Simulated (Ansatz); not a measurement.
A made-up structure of C2H2F (charge +1), singlet:

```xyz
5
angstrom
C -0.2267 0.2784 -0.3839
C 0.3163 -0.3886 0.5356
F 0.8356 -1.0266 1.4151
H -0.4932 -0.2087 -1.3292
H 0.7018 0.5276 0.9040
```

It is relaxed with PBE-D4/def2-SVP and then PBE0-D4/def2-TZVP (Ansatz 0.2.0). Atoms count as bonded within 1.22 times the sum of their covalent radii (H–H: 0.88 Å). The end point is not checked to be a true minimum.

Does its bonding change? (A judgement: the text doesn't fix the answer.)

By the calculation: Yes. Formed: C1–H5; broken: C2–H5.

Where it ends: The first stage lowers the energy by 3.92 eV in 12 steps. It ends as C₂H₂F ([CH2][C][F]), total charge +1:
```
atom    x (Å)    y (Å)    z (Å)
  C1   0.1323   0.1905  -0.1485
  C2   0.3584  -0.6577   0.7541
  F3   0.5749  -1.4690   1.6173
  H4  -0.4681  -0.0875  -1.0227
  H5   0.5362   1.2058  -0.0586
```

Labels in which every atom is bracketed show which atoms are joined, not bond orders.

For scale, one of the runs: PBE0-D4/def2-TZVP relaxation, 105 basis functions, launched by `ansatz run in.yaml --threads 2 --pin off --events-out ev --progress --plain --max-ram 4352MiB`. Hardware: 2 CPU threads of an Arm Neoverse V1, shared host. Wall time about 5.5 s.
